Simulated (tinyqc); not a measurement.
Inside a calculation. Method: extended Hueckel theory, for CO. One step of it, computed by the program tinyqc.

Problem. Mulliken analysis. P = C n C^T; charge = valence electrons (O 6, C 4) minus the sum of (P S)_ii on the atom; overlap population = 2 sum P_ij S_ij between two atoms.

coefficients, order 1C 2s, 1C 2px, 1C 2py, 1C 2pz, 2O 2s, 2O 2px, 2O 2py, 2O 2pz:
$$\begin{pmatrix}
0.334486 & 0.668021 & 0.000000 & 0.000000 & 0.423203 & 0.000000 & 0.000000 & 0.805499 \\
0.000000 & 0.000000 & -0.093287 & 0.384340 & 0.000000 & -0.005260 & 0.938757 & 0.000000 \\
0.000000 & 0.000000 & 0.384340 & 0.093287 & 0.000000 & 0.938757 & 0.005260 & 0.000000 \\
0.155576 & -0.331184 & 0.000000 & 0.000000 & -0.536755 & 0.000000 & 0.000000 & 1.053315 \\
0.768181 & -0.321449 & 0.000000 & 0.000000 & 0.099733 & 0.000000 & 0.000000 & -0.935540 \\
0.000000 & 0.000000 & -0.199585 & 0.822284 & 0.000000 & 0.003178 & -0.567201 & 0.000000 \\
0.000000 & 0.000000 & 0.822284 & 0.199585 & 0.000000 & -0.567201 & -0.003178 & 0.000000 \\
0.018347 & -0.543393 & 0.000000 & 0.000000 & 0.695262 & 0.000000 & 0.000000 & 0.748275
\end{pmatrix}$$

occupations: [2.000000, 2.000000, 2.000000, 2.000000, 2.000000, 0.000000, 0.000000, 0.000000]

overlap S, order 1C 2s, 1C 2px, 1C 2py, 1C 2pz, 2O 2s, 2O 2px, 2O 2py, 2O 2pz:
$$\begin{pmatrix}
1.000000 & 0.000000 & 0.000000 & 0.000000 & 0.342618 & 0.000000 & 0.000000 & -0.290307 \\
0.000000 & 1.000000 & 0.000000 & 0.000000 & 0.000000 & 0.190636 & 0.000000 & 0.000000 \\
0.000000 & 0.000000 & 1.000000 & 0.000000 & 0.000000 & 0.000000 & 0.190636 & 0.000000 \\
0.000000 & 0.000000 & 0.000000 & 1.000000 & 0.429711 & 0.000000 & 0.000000 & -0.304648 \\
0.342618 & 0.000000 & 0.000000 & 0.429711 & 1.000000 & 0.000000 & 0.000000 & 0.000000 \\
0.000000 & 0.190636 & 0.000000 & 0.000000 & 0.000000 & 1.000000 & 0.000000 & 0.000000 \\
0.000000 & 0.000000 & 0.190636 & 0.000000 & 0.000000 & 0.000000 & 1.000000 & 0.000000 \\
-0.290307 & 0.000000 & 0.000000 & -0.304648 & 0.000000 & 0.000000 & 0.000000 & 1.000000
\end{pmatrix}$$

Give: charges; Overlap populations.

Solution.

charges: 1C 0.4423, 2O -0.4423

Overlap populations:
```
pair     value
2-1   1.227165
```
